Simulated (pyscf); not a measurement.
Single points on ωB97X-D3(BJ)/def2-SVP structures (PySCF, gas phase).

Q: Estimate the classical barrier height and the reaction energy of `[CH3][Be][SeH]` + `[CH4]` → `[CH3][Be][CH3]` + `[SeH2]` at ωB97M-D3(BJ)/def2-TZVP. The step runs on the singlet surface, breaks Be–Se, C–H and forms Be–C, H–Se; take the separated reactants as zero.

A: ΔE‡ = 166.9 kJ/mol, ΔE = +117.0 kJ/mol. Zero-point energy shifts the barrier by -7.4 kJ/mol. It is a four-centre exchange, with an imaginary mode of 1003i cm⁻¹. On the product side the descent ends in an adduct with a Be–Se contact, 24.4 kJ/mol under the separated species and 64.5 kJ/mol under the saddle at ωB97X-D3(BJ)/def2-TZVP. What is counted as broken (Be–Se) persists as a longer contact in the product adduct; parting that adduct is a step of its own. This is the saddle that the search found; another between the same sides may lie lower. Elements up to Kr have no core potential and no relativistic terms here.
